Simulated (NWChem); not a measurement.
System: difluoromethane (CH$_{2}$F$_{2}$); SMILES FCF

Excerpt of the output:

```
             Northwest Computational Chemistry Package (NWChem) 7.3.0
             --------------------------------------------------------

 C2V symmetry detected

                             Geometry "geometry" -> ""
                             -------------------------

 Output coordinates in angstroms (scale by  1.889725989 to convert to a.u.)

  No.       Tag          Charge          X              Y              Z
 ---- ---------------- ---------- -------------- -------------- --------------
    1 F                    9.0000     1.08865032     0.00000000    -0.28905594
    2 C                    6.0000     0.00000000     0.00000000     0.49930072
    3 F                    9.0000    -1.08865032     0.00000000    -0.28905594
    4 H                    1.0000     0.00000000     0.91755079     1.10360125
    5 H                    1.0000     0.00000000    -0.91755079     1.10360125

 Effective nuclear repulsion energy (a.u.)      77.8392122143

      Symmetry information
      --------------------

 Group name             C2v
 Group number             16
 Group order               4
 No. of unique centers     3

                                Z-matrix (autoz)
                                --------

 Units are Angstrom for bonds and degrees for angles

      Type          Name      I     J     K     L     M      Value
      ----------- --------  ----- ----- ----- ----- ----- ----------
    1 Stretch                  1     2                       1.34412
    2 Stretch                  2     3                       1.34412
    3 Stretch                  2     4                       1.09867
    4 Stretch                  2     5                       1.09867
    5 Bend                     1     2     3               108.17892
    6 Bend                     1     2     4               108.82045
    7 Bend                     1     2     5               108.82045
    8 Bend                     3     2     4               108.82045
    9 Bend                     3     2     5               108.82045
   10 Bend                     4     2     5               113.26206

  xc_inp: hfexch multiplicative factor not found.

                           NWChem Geometry Optimization
                           ----------------------------

 maximum gradient threshold         (gmax) =   0.000450
 rms gradient threshold             (grms) =   0.000300
 maximum cartesian step threshold   (xmax) =   0.001800
 rms cartesian step threshold       (xrms) =   0.001200
 fixed trust radius                (trust) =   0.300000
 source of zmatrix                         =   autoz

          -------------------
          Energy Minimization
          -------------------

 Using diagonal initial Hessian
 Scaling for Hessian diagonals: bonds = 1.00  angles = 0.25  torsions = 0.10

          --------
          Step   0

                                 NWChem DFT Module
                                 -----------------

 Summary of "ao basis" -> "ao basis" (spherical)
 ------------------------------------------------------------------------------
       Tag                 Description            Shells   Functions and Types
 ---------------- ------------------------------  ------  ---------------------
 F                          def2-svp                 6       14   3s2p1d
 C                          def2-svp                 6       14   3s2p1d
 H                          def2-svp                 3        5   2s1p

      Symmetry analysis of basis
      --------------------------

        a1         21
        a2          6
        b1         14
        b2         11

            General Information
            -------------------
          SCF calculation type: DFT
          Wavefunction type:  closed shell.
          No. of atoms     :     5
          No. of electrons :    26
           Alpha electrons :    13
            Beta electrons :    13
          Charge           :     0
          Spin multiplicity:     1
          Use of symmetry is: on ; symmetry adaption is: on
          Maximum number of iterations: 150
          AO basis - number of functions:    52
                     number of shells:    24
          Convergence on energy requested:  1.00D-06
          Convergence on density requested:  1.00D-05
          Convergence on gradient requested:  5.00D-04

              XC Information
              --------------
                     Hartree-Fock (Exact) Exchange  1.000

      Superposition of Atomic Density Guess
      -------------------------------------

 Sum of atomic energies:        -237.20839128

      Non-variational initial energy
      ------------------------------

 Total energy =    -238.079821
 1-e energy   =    -484.093784
 2-e energy   =     168.174750
 HOMO         =      -0.389324
 LUMO         =       0.161400

      Symmetry analysis of molecular orbitals - initial
      -------------------------------------------------

  Numbering of irreducible representations:

     1 a1          2 a2          3 b1          4 b2

  Orbital symmetries:

     1 a1          2 b1          3 a1          4 a1          5 b1
     6 a1          7 b1          8 a1          9 b2         10 a2
    11 b1         12 a1         13 b2         14 a1         15 b1
    16 b2         17 a1         18 a1         19 b1         20 b2
    21 a1         22 a1         23 b2

   convergence    iter        energy       DeltaE   RMS-Dens  Diis-err
 ---------------- ----- ----------------- --------- --------- ---------
 d= 0,ls=0.0,diis     1   -237.6444922779 -3.15D+02  1.01D-02  6.13D-01
 d= 0,ls=0.0,diis     2   -237.6965435380 -5.21D-02  3.63D-03  1.67D-01
 d= 0,ls=0.0,diis     3   -237.7104825175 -1.39D-02  8.06D-04  3.31D-03
 d= 0,ls=0.0,diis     4   -237.7109445164 -4.62D-04  2.75D-04  2.60D-04
 d= 0,ls=0.0,diis     5   -237.7109867066 -4.22D-05  8.85D-05  1.06D-05
  Resetting Diis
 d= 0,ls=0.0,diis     6   -237.7109898767 -3.17D-06  1.65D-05  4.30D-07
 d= 0,ls=0.0,diis     7   -237.7109899978 -1.21D-07  2.02D-06  1.11D-08

         Total DFT energy =     -237.710989997823
      One electron energy =     -485.222506233429
           Coulomb energy =      195.726745686941
    Exchange-Corr. energy =      -26.054441665619
 Nuclear repulsion energy =       77.839212214284

 Numeric. integr. density =        0.000000000000

                  Occupations of the irreducible representations
                  ----------------------------------------------

                     irrep           alpha         beta
                     --------     --------     --------
                     a1                6.0          6.0
                     a2                1.0          1.0
                     b1                4.0          4.0
                     b2                2.0          2.0

                       DFT Final Molecular Orbital Analysis
                       ------------------------------------

 Vector   11  Occ=2.000000D+00  E=-6.295117D-01  Symmetry=b1
              MO Center=  5.7D-14,  1.1D-15, -2.5D-01, r^2= 1.7D+00
   Bfn.  Coefficient  Atom+Function         Bfn.  Coefficient  Atom+Function
  ----- ------------  ---------------      ----- ------------  ---------------
     4      0.403062  1 F  px                32      0.403062  3 F  px
     7     -0.285915  1 F  px                35     -0.285915  3 F  px
     6      0.269363  1 F  pz                34     -0.269363  3 F  pz
     9     -0.186641  1 F  pz                37      0.186641  3 F  pz
    18      0.070275  2 C  px                21     -0.058154  2 C  px

 Vector   12  Occ=2.000000D+00  E=-6.194863D-01  Symmetry=a1
              MO Center= -5.1D-14, -1.5D-16,  8.9D-02, r^2= 1.8D+00
   Bfn.  Coefficient  Atom+Function         Bfn.  Coefficient  Atom+Function
  ----- ------------  ---------------      ----- ------------  ---------------
     6      0.401798  1 F  pz                34      0.401798  3 F  pz
     9     -0.295294  1 F  pz                37     -0.295294  3 F  pz
    20      0.251225  2 C  pz                43      0.183533  4 H  s
    48      0.183533  5 H  s                 17      0.133072  2 C  s
    16      0.083841  2 C  s                 44      0.051919  4 H  s

 Vector   13  Occ=2.000000D+00  E=-5.318396D-01  Symmetry=b2
              MO Center=  2.8D-15,  4.3D-15,  4.3D-01, r^2= 1.7D+00
   Bfn.  Coefficient  Atom+Function         Bfn.  Coefficient  Atom+Function
  ----- ------------  ---------------      ----- ------------  ---------------
    19      0.355275  2 C  py                 5      0.325629  1 F  py
    33      0.325629  3 F  py                43      0.309694  4 H  s
    48     -0.309694  5 H  s                  8     -0.246593  1 F  py
    36     -0.246593  3 F  py                44      0.146404  4 H  s
    49     -0.146404  5 H  s                 22      0.068241  2 C  py

 Vector   14  Occ=0.000000D+00  E= 1.891732D-01  Symmetry=a1
              MO Center=  5.0D-17,  4.1D-16,  1.4D+00, r^2= 4.0D+00
   Bfn.  Coefficient  Atom+Function         Bfn.  Coefficient  Atom+Function
  ----- ------------  ---------------      ----- ------------  ---------------
    17      2.236533  2 C  s                 44     -1.641185  4 H  s
    49     -1.641185  5 H  s                 23      0.798497  2 C  pz
    20      0.216450  2 C  pz                16      0.168837  2 C  s
    15     -0.105740  2 C  s                  9     -0.076285  1 F  pz
    37     -0.076285  3 F  pz                 6      0.038976  1 F  pz

 Vector   15  Occ=0.000000D+00  E= 2.385212D-01  Symmetry=b2
              MO Center= -6.7D-17, -1.9D-15,  1.4D+00, r^2= 3.9D+00
   Bfn.  Coefficient  Atom+Function         Bfn.  Coefficient  Atom+Function
  ----- ------------  ---------------      ----- ------------  ---------------
    44      1.785651  4 H  s                 49     -1.785651  5 H  s
    22     -1.288644  2 C  py                19     -0.368756  2 C  py
     8      0.135259  1 F  py                36      0.135259  3 F  py
     5     -0.055696  1 F  py                33     -0.055696  3 F  py

 Vector   16  Occ=0.000000D+00  E= 2.964224D-01  Symmetry=b1
              MO Center=  1.7D-15,  3.5D-16,  7.6D-01, r^2= 2.2D+00
   Bfn.  Coefficient  Atom+Function         Bfn.  Coefficient  Atom+Function
  ----- ------------  ---------------      ----- ------------  ---------------
    21      1.399671  2 C  px                 3     -0.702682  1 F  s
    31      0.702682  3 F  s                  9     -0.334986  1 F  pz
    37      0.334986  3 F  pz                18      0.328207  2 C  px
     6      0.187359  1 F  pz                34     -0.187359  3 F  pz
     7      0.152346  1 F  px                35      0.152346  3 F  px

     Multipole analysis of the density
     ---------------------------------

     L   x y z        total         alpha         beta         nuclear
     -   - - -        -----         -----         ----         -------
     0   0 0 0     -0.000000    -13.000000    -13.000000     26.000000

     1   1 0 0      0.000000      0.000000      0.000000      0.000000
     1   0 1 0      0.000000      0.000000      0.000000      0.000000
     1   0 0 1      0.880326      0.440163      0.440163      0.000000

[...]

      ----------------------
      Optimization converged
      ----------------------

  Step       Energy      Delta E   Gmax     Grms     Xrms     Xmax
  ---- ---------------- -------- -------- -------- -------- --------
@    4    -237.71157427 -1.3D-06  0.00004  0.00002  0.00089  0.00143
                                     ok       ok       ok       ok

                                Z-matrix (autoz)
                                --------

 Units are Angstrom for bonds and degrees for angles

      Type          Name      I     J     K     L     M      Value     Gradient
      ----------- --------  ----- ----- ----- ----- ----- ---------- ----------
    1 Stretch                  1     2                       1.33015   -0.00004
    2 Stretch                  2     3                       1.33015   -0.00004
    3 Stretch                  2     4                       1.08744    0.00002
    4 Stretch                  2     5                       1.08744    0.00002
    5 Bend                     1     2     3               108.68585    0.00002
    6 Bend                     1     2     4               109.01337   -0.00001
    7 Bend                     1     2     5               109.01337   -0.00001
    8 Bend                     3     2     4               109.01337   -0.00001
    9 Bend                     3     2     5               109.01337   -0.00001
   10 Bend                     4     2     5               112.04340    0.00001

                         Geometry "geometry" -> "geometry"
                         ---------------------------------

 Output coordinates in angstroms (scale by  1.889725989 to convert to a.u.)

  No.       Tag          Charge          X              Y              Z
 ---- ---------------- ---------- -------------- -------------- --------------
    1 F                    9.0000     1.08077537     0.00000000    -0.28265383
    2 C                    6.0000     0.00000000     0.00000000     0.49273492
    3 F                    9.0000    -1.08077537     0.00000000    -0.28265383
    4 H                    1.0000     0.00000000     0.90175866     1.10048205
    5 H                    1.0000     0.00000000    -0.90175866     1.10048205

 Effective nuclear repulsion energy (a.u.)      78.5823151091

      Symmetry information
      --------------------

 Group name             C2v
 Group number             16
 Group order               4
 No. of unique centers     3

                Final and change from initial internal coordinates
                --------------------------------------------------

                                Z-matrix (autoz)
                                --------

 Units are Angstrom for bonds and degrees for angles

      Type          Name      I     J     K     L     M      Value       Change
      ----------- --------  ----- ----- ----- ----- ----- ---------- ----------
    1 Stretch                  1     2                       1.33015   -0.01397
    2 Stretch                  2     3                       1.33015   -0.01397
    3 Stretch                  2     4                       1.08744   -0.01123
    4 Stretch                  2     5                       1.08744   -0.01123
    5 Bend                     1     2     3               108.68585    0.50693
    6 Bend                     1     2     4               109.01337    0.19292
    7 Bend                     1     2     5               109.01337    0.19292
    8 Bend                     3     2     4               109.01337    0.19292
    9 Bend                     3     2     5               109.01337    0.19292
   10 Bend                     4     2     5               112.04340   -1.21866

 ==============================================================================
                                internuclear distances
 ------------------------------------------------------------------------------
       center one      |      center two      | atomic units |  angstroms
 ------------------------------------------------------------------------------
    2 C                |   1 F                |     2.51362  |     1.33015
    3 F                |   2 C                |     2.51362  |     1.33015
    4 H                |   2 C                |     2.05496  |     1.08744
    5 H                |   2 C                |     2.05496  |     1.08744
 ------------------------------------------------------------------------------
                         number of included internuclear distances:          4
 ==============================================================================
```

Level: Hartree-Fock/def2-SVP. 

Task: Reconstruct the input file.

Result: This is not unique; one that fits is the input that was run:
```
start job
memory heap 200 mb stack 900 mb global 1100 mb
geometry units angstroms
  F     -1.079061    -0.276105     0.015368
  C     -0.019036     0.549452     0.053550
  F      1.095321    -0.193337    -0.061120
  H     -0.004406     1.062826     1.024792
  H     -0.075297     1.238266    -0.800528
end
basis spherical
  * library def2-svp
end
dft
  xc hfexch
  iterations 150
end
driver
  maxiter 150
  linopt 0
end
task dft optimize
```
